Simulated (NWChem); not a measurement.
# BNH5F (SMILES [NH3+][BH2-]F) at 5 levels

Wanted: a comparison of 5 runs (HF/STO-3G, HF/3-21G, B3LYP/6-31G*, CCSD(T)/6-311G**) of BNH5F. 

The calculation is run with NWChem 7.3.0.

**1. The molecule**

BNH5F has 8 atoms, charge 0, and is taken as a singlet. SMILES: `[NH3+][BH2-]F`. The coordinates come from a GFN2-xTB relaxation.

Bond lengths: N1–B2 1.679 Å, B2–F3 1.386 Å, N1–H4 1.015 Å, N1–H5 1.015 Å, N1–H6 1.013 Å, B2–H7 1.190 Å, B2–H8 1.191 Å. Some angles: N1–B2–F3 101.2°, N1–B2–H7 106.2°, N1–B2–H8 106.3°, F3–B2–H7 112.2°, F3–B2–H8 112.2°, B2–N1–H4 106.9°, B2–N1–H5 106.8°, B2–N1–H6 111.4°, H7–B2–H8 117.0°, H4–N1–H5 109.5°.

**2. Energy and forces at HF/STO-3G (run 1)**

Contents of bfh5n.nw:

```
start bfh5n
title "BFH5N gradient"
memory stack 880 mb heap 220 mb global 1100 mb
charge 0

geometry units angstrom noautosym nocenter noautoz
  N    -0.428710    0.654160   -0.301360
  B     0.376980   -0.651520    0.381570
  F     1.282920   -0.962000   -0.620650
  H    -0.840330    0.326110   -1.168980
  H     0.273320    1.358140   -0.504890
  H    -1.138480    1.018220    0.322540
  H     0.912890   -0.237120    1.359870
  H    -0.438580   -1.505990    0.531890
end

basis spherical bse
  N library STO-3G
  B library STO-3G
  F library STO-3G
  H library STO-3G
end

scf
  thresh 1e-08
  maxiter 80
  noprint "final vectors analysis"
end

task scf gradient
```

Command:

```console
$ nwchem bfh5n.nw > bfh5n.out
```

What it wrote:

```text
[...]
  functions       =    20
[...]
  wavefunction    = RHF
[...]
         Total SCF energy =   -179.095659136586
      One-electron energy =   -400.581102714779
      Two-electron energy =    145.030659287113
 Nuclear repulsion energy =     76.454784291080
        Time for solution =      0.3s
[...]
                         RHF ENERGY GRADIENTS
    atom               coordinates                        gradient
                 x          y          z           x          y          z
   1 N      -0.810144   1.236183  -0.569488   -0.011841   0.022146  -0.014256
   2 B       0.712389  -1.231194   0.721063   -0.028881   0.025015   0.009641
   3 F       2.424367  -1.817916  -1.172858    0.007649  -0.002264  -0.008938
   4 H      -1.587993   0.616259  -2.209052    0.010614  -0.001500   0.014750
   5 H       0.516500   2.566512  -0.954104   -0.005610  -0.016619   0.005015
   6 H      -2.151415   1.924157   0.609512    0.014776  -0.011302  -0.007240
   7 H       1.725112  -0.448092   2.569782    0.014643  -0.000179   0.005281
   8 H      -0.828796  -2.845908   1.005126   -0.001351  -0.015297  -0.004254
[...]
```

Wall time 1.1 s (1 thread of Intel Xeon 6975P-C (Granite Rapids), shared host); peak memory 0.1 GiB.

**3. Energy and gradient at HF/3-21G (run 2)**

Contents of bfh5n.nw:

```
START bfh5n
TITLE "BFH5N gradient"
memory stack 880 mb heap 220 mb global 1100 mb

GEOMETRY units angstroms noautosym nocenter noautoz
  N     -0.428710     0.654160    -0.301360
  B      0.376980    -0.651520     0.381570
  F      1.282920    -0.962000    -0.620650
  H     -0.840330     0.326110    -1.168980
  H      0.273320     1.358140    -0.504890
  H     -1.138480     1.018220     0.322540
  H      0.912890    -0.237120     1.359870
  H     -0.438580    -1.505990     0.531890
END

BASIS spherical bse
  N library 3-21G
  B library 3-21G
  F library 3-21G
  H library 3-21G
END

SCF
  thresh 1e-08
  maxiter 80
  print medium
END

TASK scf gradient
```

Command:

```console
$ nwchem bfh5n.nw > bfh5n.out
```

What it wrote:

```text
[...]
  functions       =    37
[...]
  wavefunction    = RHF
[...]
         Total SCF energy =   -180.564935412915
      One-electron energy =   -400.553190561340
      Two-electron energy =    143.533470857345
 Nuclear repulsion energy =     76.454784291080
        Time for solution =      0.5s
[...]
                         RHF ENERGY GRADIENTS
    atom               coordinates                        gradient
                 x          y          z           x          y          z
   1 N      -0.810144   1.236183  -0.569488    0.003698  -0.004730   0.001446
   2 B       0.712389  -1.231194   0.721063   -0.005449   0.010660  -0.006827
   3 F       2.424367  -1.817916  -1.172858   -0.015592   0.004108   0.019222
   4 H      -1.587993   0.616259  -2.209052    0.000131  -0.003203  -0.003072
   5 H       0.516500   2.566512  -0.954104    0.004367   0.000680  -0.000587
   6 H      -2.151415   1.924157   0.609512   -0.001769   0.000047   0.002862
   7 H       1.725112  -0.448092   2.569782    0.003552  -0.007266  -0.008938
   8 H      -0.828796  -2.845908   1.005126    0.011062  -0.000297  -0.004105
[...]
```

Wall time 1.2 s (1 thread of Intel Xeon 6975P-C (Granite Rapids), shared host); peak memory 0.1 GiB.

Runs 3 to 4 aren't shown in full; the table further down has their settings and results.

**4. The energy at CCSD(T)/6-311G(d,p) (run 5)**

Contents of job.nw:

```
START job
TITLE "BFH5N energy"
memory total 2200 mb

GEOMETRY noautosym nocenter noautoz
  N    -0.428710    0.654160   -0.301360
  B     0.376980   -0.651520    0.381570
  F     1.282920   -0.962000   -0.620650
  H    -0.840330    0.326110   -1.168980
  H     0.273320    1.358140   -0.504890
  H    -1.138480    1.018220    0.322540
  H     0.912890   -0.237120    1.359870
  H    -0.438580   -1.505990    0.531890
END

BASIS spherical bse
  * library 6-311G**
END

SCF
  thresh 1e-08
  maxiter 80
  print medium
END

CCSD
  freeze core 3
  maxiter 60
END

TASK ccsd(t) energy
```

Command:

```console
$ nwchem job.nw > job.out
```

What it wrote:

```text
[...]
  functions       =    84
[...]
  wavefunction    = RHF
[...]
         Total SCF energy =   -181.590714907871
      One-electron energy =   -401.852413188481
      Two-electron energy =    143.806913989530
 Nuclear repulsion energy =     76.454784291080
        Time for solution =      6.1s
[...]
 Total MP2 energy:           -182.099295673593474
[...]
             energy      energy      error      ampl     ampl      Block
                                                time     time      time
[...]
 Total CCSD energy:           -182.126767403214586
[...]
 Total CCSD+T(CCSD) energy:           -182.140695356288745
[...]
 Total CCSD(T) energy:                -182.139995755230615
[...]
```

It took 70 s on 1 thread of Intel Xeon 6975P-C (Granite Rapids), shared host; peak memory 0.22 GiB.

**5. All runs side by side**

```csv
run,level,iteration cap,module,energy (Eh),dipole moment (D),largest force (eV/Å),wall time
1,HF/STO-3G,80,scf,-179.095659,5.77,2.026,1.1 s
2,HF/3-21G,80,scf,-180.564935,6.10,1.290,1.2 s
3,B3LYP/6-31G* (spherical functions),100,dft,-182.505158,5.59,0.724,14 s
4,B3LYP/6-31G* (Cartesian functions),100,dft,-182.507921,5.59,0.715,15 s
5,CCSD(T)/6-311G**,80,ccsd(t),-182.139996,–,–,70 s
```

**6. Outcome**

```
                                          quantity          value
                               run 5: total energy  -182.14000 Eh
        run 5: HOMO energy (Hartree–Fock orbitals)      -11.26 eV
        run 5: LUMO energy (Hartree–Fock orbitals)        3.13 eV
      run 5: HOMO–LUMO gap (Hartree–Fock orbitals)       14.39 eV
run 5: correlation energy (3 core orbitals frozen)     -549.3 mEh
                             run 5: (T) correction     -13.23 mEh
```

**Reading.** Over runs 1, 2, 3, 4 the dipole moment (its size) runs from 5.59 D (B3LYP/6-31G*) to 6.10 D (HF/3-21G). The two ends differ in method and basis. Over runs 2, 3, 4 the HOMO–LUMO gap runs from 7.68 eV (B3LYP/6-31G*) to 16.57 eV (HF/3-21G). In run 1 the basis is minimal, so the values are rough. All runs together took 1.7 min, the longest 70 s.
